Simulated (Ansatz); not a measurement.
Born–Oppenheimer molecular dynamics of CH₄BF (7 atoms, charge 0, multiplicity 1). It starts from a relaxed structure.

Theory: Ansatz, RKS PBE0/def2-SVP.

```
ensemble        : NVT, Nosé–Hoover chain
time step       : 0.25 fs
steps asked     : 300
set temperature : 300 K
thermostat      : time constant 300 fs, chain length 1
masses          : H 2.014 u
seed            : 986547
```

First frame:

```xyz
7
Properties=species:S:1:pos:R:3
B 0.023 -0.008 -0.014
F -0.040 0.285 1.277
C 1.385 0.014 -0.770
H 1.597 -0.999 -1.155
H 1.306 0.654 -1.665
H 2.233 0.348 -0.156
H -1.030 -0.295 -0.547
```

Q: How far do the bonds stretch over the last three quarters of this one trajectory? (Pairs bonded in most of those frames.)

A: 
```
 bond  mean (Å)  spread (Å)  shortest  longest
B1–F2     1.330       0.011      1.31     1.35
B1–C3     1.561       0.024      1.51     1.59
B1–H7     1.220       0.029      1.17     1.26
C3–H4     1.102       0.012      1.08     1.12
C3–H5     1.110       0.009      1.09     1.13
C3–H6     1.101       0.009      1.09     1.12
```

Mean temperature of the second half: 158 K. The conserved energy stayed within 0.016 meV per atom of its start (net change 0.013 meV per atom), so the integration is sound. The mean temperature of the second half is 47 % below the set value. A run of 0.075 ps of so small a system gives no equilibrium averages.

The run took 6.5 min on 1 thread of Arm Neoverse V2, on a shared host, peak memory 0.1 GiB.
